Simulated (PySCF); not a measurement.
Species: CFCl3.
InChI=1S/CCl3F/c2-1(3,4)5

The closed-shell ground state was solved at several levels (PySCF, density fitting, gas phase, non-relativistic). Isolated species at its GFN2-xTB geometry, gas phase.

```csv
level,basis functions,total energy (Eh),HOMO (eV),LUMO (eV),gap (eV),dipole (D)
HSE06/pcSseg-2,201,-1518.1329,-8.82,-1.74,7.08,0.38
LC-wPBE/pcSseg-2,201,-1518.2023,-12.08,1.18,13.26,0.40
OLYP/pcSseg-2,201,-1518.6821,-7.64,-2.26,5.38,0.29
mPW1PW91/pcSseg-2,201,-1518.6839,-9.25,-1.36,7.89,0.38
revPBE/pcSseg-2,201,-1518.3660,-7.70,-2.34,5.36,0.28
BHandHLYP/pcSseg-2,201,-1518.5833,-10.55,-0.17,10.38,0.48
HCTH407/pcSseg-2,201,-1518.8149,-8.00,-2.59,5.41,0.31
```

Task: What might B97-2/pcSseg-2 (201 basis functions) give for the same quantities?

Result: Total energy -1518.7140 Eh, HOMO -8.96 eV, LUMO -1.44 eV, gap 7.52 eV, dipole 0.36 D.

Task: Over all these levels, which gives the widest orbital gap and which the narrowest?

Result: LC-wPBE/pcSseg-2 (range-separated hybrid) has the widest, 13.26 eV, and revPBE/pcSseg-2 (GGA) the narrowest, 5.36 eV. From the narrowest to the widest the HOMO moves by -4.38 eV and the LUMO by +3.52 eV.

Task: In the pcSseg-2 basis, how does the gap go with the fixed share of exact exchange?

Result: revPBE (0 %) 5.36 eV; OLYP (0 %) 5.38 eV; HCTH407 (0 %) 5.41 eV; B97-2 (21 %) 7.52 eV; mPW1PW91 (25 %) 7.89 eV; BHandHLYP (50 %) 10.38 eV. Each rise in the share widens the gap here.

Task: How far do the dipole and the HOMO energy spread over the levels?

Result: The dipole runs from 0.28 to 0.48 D (mean 0.36 D) and the HOMO from -12.08 to -7.64 eV.
